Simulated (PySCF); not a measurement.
Gas-phase XPS of `CN=P(C)(C)C`, computed

C₄H₁₂NP.
Structure used (PBE0-D3(BJ)/def2-SVP), in Å, numbered top down from 1:
```
atom  x, y, z in Å
C1     2.2867    0.5522   -0.7029
N2     1.0719    1.0361   -0.1167
P3    -0.2070    0.1687    0.1250
C4    -1.4633    1.2349    0.8679
C5    -1.0152   -0.5770   -1.3443
C6    -0.0610   -1.2663    1.2605
H7     3.0171    1.3764   -0.7827
H8     2.1754    0.1501   -1.7345
H9     2.7957   -0.2449   -0.1191
H10   -2.4065    0.6980    1.0419
H11   -1.6311    2.0843    0.1915
H12   -1.0693    1.6230    1.8173
H13   -1.2089    0.2220   -2.0748
H14   -1.9583   -1.0853   -1.0929
H15   -0.3303   -1.3051   -1.8042
H16    0.3765   -0.9149    2.2063
H17   -1.0311   -1.7464    1.4575
H18    0.6210   -2.0087    0.8196
```

Method used: delta-SCF UKS SCAN, pcX-2 on the ionised atom, pcseg-1 elsewhere, spin-free X2C (PySCF). Each binding energy is the total energy of the core-ionised species, with the hole localised on one atom, minus that of the ground state; both are solved self-consistently, so orbital relaxation is included.

Question: What binding energy does each computed site have?

Answer: 
```json
{"atom(s)": "C1", "bonded to": "N and 3 H", "level": "C 1s", "binding energy (eV)": "290.68", "2p1/2 (eV)": "–", "above the level's lowest (eV)": "+0.03", "count": "1"}
{"atom(s)": "N2", "bonded to": "C and P (double bond)", "level": "N 1s", "binding energy (eV)": "402.09", "2p1/2 (eV)": "–", "above the level's lowest (eV)": "0.00", "count": "1"}
{"atom(s)": "P3", "bonded to": "N (double bond) and 3 C", "level": "P 2p3/2", "binding energy (eV)": "137.15", "2p1/2 (eV)": "138.04", "above the level's lowest (eV)": "0.00", "count": "1"}
{"atom(s)": "P3", "bonded to": "N (double bond) and 3 C", "level": "P 1s", "binding energy (eV)": "2151.08", "2p1/2 (eV)": "–", "above the level's lowest (eV)": "0.00", "count": "1"}
{"atom(s)": "C4/C5/C6", "bonded to": "3 H and P", "level": "C 1s", "binding energy (eV)": "290.65", "2p1/2 (eV)": "–", "above the level's lowest (eV)": "0.00", "count": "3"}
```

The 2 C 1s values lie within 0.03 eV of each other; Gaussian lines of 0.5 eV full width would blend them into one maximum.

Question: What is the longest wavelength that can ionise C 1s of C1 vertically?

Answer: λ = hc/E = 12398.42 eV Å / 290.68 eV = 42.653 Å.

Topologically equivalent atoms share the value of their first member; where this conformer doesn't relate them by symmetry, their own values could differ. 2p3/2 and 2p1/2 are the ΔSCF energy of one spin-free 2p hole plus the eigenvalues of a spin–orbit and ligand-field matrix of the shell. 2p1/2 minus 2p3/2 (ligand field included): P 0.89 eV. Geometry: PBE0-D3(BJ)/def2-SVP; no solvent, vibrations or thermal averaging.
